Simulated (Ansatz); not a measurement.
**C2H4ClF: small, medium and large basis sets**

Aim: see how fast density functionals converge with the basis set for C2H4ClF.

The runs use Ansatz 0.2.0, Gaussian basis; one geometry, several basis sets.

Levels to be run: PBE0-D4/def2-SVP; ωB97M-V/def2-SVP; PBE0-D4/def2-QZVPP; ωB97M-V/def2-QZVPP; the functionals' def2-TZVPP values are taken from earlier runs.

### 1 The relaxed structure

An earlier PBE0-D4 in a triple-zeta def2 set relaxation fixed the geometry.

8 atoms, charge 0, spin multiplicity 1.

Atoms are counted from 1 here; the program's logs count them from 0.

Bond lengths: C1–C2 1.499 Å, C1–H5 1.090 Å, C1–H6 1.092 Å, C1–H7 1.090 Å, C2–F3 1.363 Å, C2–Cl4 1.783 Å, C2–H8 1.091 Å. Angles: C2–C1–H5 110.2°, C2–C1–H6 109.1°, C2–C1–H7 110.0°, H5–C1–H6 109.1°, H5–C1–H7 109.1°, H6–C1–H7 109.2°, C1–C2–F3 110.1°, C1–C2–Cl4 111.2°, C1–C2–H8 113.3°, F3–C2–Cl4 108.4°, F3–C2–H8 107.8°, Cl4–C2–H8 105.8°.

Geometry (Å):

```xyz
8
charge 0, multiplicity 1
C     0.0238    0.7980   -0.0633
C    -0.0535   -0.6822    0.1609
F     1.0254   -1.1043    0.8786
Cl   -0.0814   -1.5667   -1.3871
H    -0.8468    1.1404   -0.6224
H     0.0497    1.3052    0.9037
H     0.9270    1.0444   -0.6223
H    -0.9521   -0.9920    0.6962
```

### 2 PBE0-D4 in def2-SVP

File in.yaml:

```yaml
crystal:
  periodic: [false, false, false]
  atoms:
    - {symbol: C, position_ang: [0.023828, 0.798019, -0.063257]}
    - {symbol: C, position_ang: [-0.053529, -0.682170, 0.160873]}
    - {symbol: F, position_ang: [1.025388, -1.104268, 0.878619]}
    - {symbol: Cl, position_ang: [-0.081423, -1.566713, -1.387138]}
    - {symbol: H, position_ang: [-0.846770, 1.140357, -0.622423]}
    - {symbol: H, position_ang: [0.049707, 1.305159, 0.903731]}
    - {symbol: H, position_ang: [0.926992, 1.044385, -0.622260]}
    - {symbol: H, position_ang: [-0.952094, -0.991968, 0.696156]}
basis:
  gaussian: {orbitals: def2-SVP}
hamiltonian: {xc: pbe0, dispersion: d4}
output: {orbitals: {seedname: orbitals}}
```

After this run come: ωB97M-V in def2-SVP; PBE0-D4 in def2-QZVPP; ωB97M-V in def2-QZVPP.

Q: Predict the results of all the runs planned. Wanted: PBE0-D4: double and triple zeta above quadruple; ωB97M-V: double and triple zeta above quadruple.

As calculated:

| quantity | value |
| --- | --- |
| PBE0-D4: double and triple zeta above quadruple | 10.73, 0.63 eV |
| ωB97M-V: double and triple zeta above quadruple | 10.87, 0.61 eV |

**Reading.** PBE0-D4 gains 10.10 eV from double to triple zeta, then 0.63 eV more. Total energies overstate the basis error of differences, where much of it tends to cancel. The LUMO of ωB97M-V is positive and keeps falling with the basis (3.43 to 1.88 eV): an unbound level that the basis holds in place.
